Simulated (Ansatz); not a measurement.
**Low-lying states of C₂H₄**

Program: Ansatz, Gaussian basis, development build. State-averaged CASSCF with equal weights; occupations are averaged over the states; levels count from the state that is lowest in CASSCF. CASSCF levels without dynamic correlation can be off by over 1 eV. No symmetry is imposed, so a solution can break that of the shape. The lowest solution met needn't be the lowest there is, nor hold the orbitals that a chemist would pick.

Geometry:

```
atom    x (Å)    y (Å)    z (Å)
   C   0.0000   0.0000   0.6695
   C   0.0000   0.0000  -0.6695
   H  -0.3555   0.8582   1.2321
   H   0.3555  -0.8582   1.2321
   H   0.3555   0.8582  -1.2321
   H  -0.3555  -0.8582  -1.2321
```

Basis cc-pVDZ, nonrelativistic, 2 orbitals frozen in the corrections; active space CAS(4,4). Averaged: 1 singlet, 1 triplet, 1 quintet.

Task: Give the levels in order, with their spins.

Result: 

```json
{"state": "singlet", "CASSCF (eV)": "0.000"}
{"state": "triplet", "CASSCF (eV)": "2.492"}
{"state": "quintet", "CASSCF (eV)": "13.736"}
```

Occupations: 1.66, 1.28, 0.72, 0.34.

Geometry:

| atom | x (Å) | y (Å) | z (Å) |
| --- | --- | --- | --- |
| C | 0.0000 | 0.0000 | 0.6695 |
| C | 0.0000 | 0.0000 | -0.6695 |
| H | -0.4644 | 0.8045 | 1.2321 |
| H | 0.4644 | -0.8045 | 1.2321 |
| H | 0.4644 | 0.8045 | -1.2321 |
| H | -0.4644 | -0.8045 | -1.2321 |

Basis cc-pVDZ, nonrelativistic, 2 orbitals frozen in the corrections; active space CAS(2,2). Averaged: 3 singlets.

Task: Give the levels in order.

Result: 

```json
{"state": "singlet", "CASSCF (eV)": "0.000"}
{"state": "singlet", "CASSCF (eV)": "5.011"}
{"state": "singlet", "CASSCF (eV)": "6.933"}
```

Occupations: 1.00, 1.00.

Same geometry.

Basis cc-pVDZ, nonrelativistic, 2 orbitals frozen in the corrections; active space CAS(2,2). Averaged: 1 singlet, 1 triplet.

Task: Give the levels in order, with their spins.

Result: 

```csv
state,CASSCF (eV)
singlet,0.000
triplet,1.439
```

Occupations: 1.38, 0.62.
